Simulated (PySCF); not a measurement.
Can point charges reproduce the dipole moment of `C/N=C\CC=O`?

Coordinates (GFN2-xTB, Å) and charges (e) from the PBE0/pcSseg-1 density (PySCF):

```json
{"atom": "C1", "x": "1.834", "y": "0.103", "z": "0.457", "Mulliken": "-0.1099", "IAO": "-0.3158", "Hirshfeld": "-0.0712", "ESP-fitted": "+0.0840"}
{"atom": "N2", "x": "1.098", "y": "0.959", "z": "-0.416", "Mulliken": "-0.4080", "IAO": "-0.2459", "Hirshfeld": "-0.1440", "ESP-fitted": "-0.5884"}
{"atom": "C3", "x": "-0.046", "y": "0.725", "z": "-0.857", "Mulliken": "+0.0362", "IAO": "+0.0154", "Hirshfeld": "+0.0429", "ESP-fitted": "+0.4296"}
{"atom": "C4", "x": "-0.930", "y": "-0.494", "z": "-0.631", "Mulliken": "-0.2778", "IAO": "-0.3630", "Hirshfeld": "-0.0828", "ESP-fitted": "-0.3118"}
{"atom": "C5", "x": "-1.710", "y": "-0.256", "z": "0.629", "Mulliken": "+0.2403", "IAO": "+0.2720", "Hirshfeld": "+0.1370", "ESP-fitted": "+0.5029"}
{"atom": "O6", "x": "-1.477", "y": "-0.762", "z": "1.690", "Mulliken": "-0.3425", "IAO": "-0.3814", "Hirshfeld": "-0.2206", "ESP-fitted": "-0.4597"}
{"atom": "H7", "x": "1.360", "y": "-0.854", "z": "0.690", "Mulliken": "+0.1031", "IAO": "+0.1194", "Hirshfeld": "+0.0347", "ESP-fitted": "+0.0095"}
{"atom": "H8", "x": "2.813", "y": "-0.065", "z": "0.006", "Mulliken": "+0.1277", "IAO": "+0.1622", "Hirshfeld": "+0.0521", "ESP-fitted": "+0.0706"}
{"atom": "H9", "x": "1.990", "y": "0.651", "z": "1.387", "Mulliken": "+0.1328", "IAO": "+0.1690", "Hirshfeld": "+0.0564", "ESP-fitted": "+0.0863"}
{"atom": "H10", "x": "-0.482", "y": "1.498", "z": "-1.481", "Mulliken": "+0.1113", "IAO": "+0.1431", "Hirshfeld": "+0.0436", "ESP-fitted": "-0.0142"}
{"atom": "H11", "x": "-1.608", "y": "-0.593", "z": "-1.477", "Mulliken": "+0.1499", "IAO": "+0.1640", "Hirshfeld": "+0.0585", "ESP-fitted": "+0.0775"}
{"atom": "H12", "x": "-0.320", "y": "-1.392", "z": "-0.524", "Mulliken": "+0.1582", "IAO": "+0.1634", "Hirshfeld": "+0.0515", "ESP-fitted": "+0.1332"}
{"atom": "H13", "x": "-2.528", "y": "0.480", "z": "0.510", "Mulliken": "+0.0788", "IAO": "+0.0975", "Hirshfeld": "+0.0420", "ESP-fitted": "-0.0195"}
```

Question: Form Σ q r in debye for every column and set it beside the full dipole.

Answer: The full density gives (-0.69, -0.39, -1.93) D, 2.08 D in size; dipole vectors point from the negative to the positive end.

```tsv
scheme	μx	μy	μz	size (D)	share of the full size (%)	angle to the full dipole (°)
Mulliken	-0.38	-0.74	-1.62	1.82	87	14
IAO	-0.44	0.37	-2.27	2.34	112	22
Hirshfeld	-0.26	0.20	-1.43	1.47	70	21
ESP-fitted	-0.63	-0.42	-1.90	2.04	98	2
```

Question: Which set comes closest?

Answer: Length of the difference vector: ESP-fitted 0.07 D, Mulliken 0.56 D, IAO 0.88 D, Hirshfeld 0.89 D. Closest: ESP-fitted. 

Question: What is left for the Hirshfeld atoms' own dipoles?

Answer: The shares of the density sum to the whole, so what Σ q r misses lies in dipoles about the nuclei. The atomic dipoles sum to (-0.69, -0.39, -1.93) − (-0.26, 0.20, -1.43) = (-0.43, -0.59, -0.50) D, 0.89 D in size.

Question: With the origin at the mean of the coordinates, (0.000, 0.000, -0.001) Å, which are the largest single terms, by size, of the Hirshfeld dipole along the direction of the full one?

Answer: O6 +0.99, H11 +0.56, H9 -0.56, C4 -0.39, C1 +0.36 D; all 13 atoms together +1.37 D. The single terms depend on the origin, their sum doesn't.

Question: Give the size of the full dipole in other units.

Answer: 2.08 D = 0.820 au = 0.434 e·Å = 6.95 × 10⁻³⁰ C·m.

The structure is a single GFN2-xTB conformer in the gas phase; no vibrational or solvent corrections.

The run behind these numbers computed NMR shieldings as well. On one thread, Arm Neoverse N1, shared host, this took 24 s.

Shape of the structure used: `[CH3:1]/[N:2]=[CH:3]\[CH2:4][CH:5]=[O:6]`: N2–C3–C4–C5 87°, C3–C4–C5–O6 -104°.
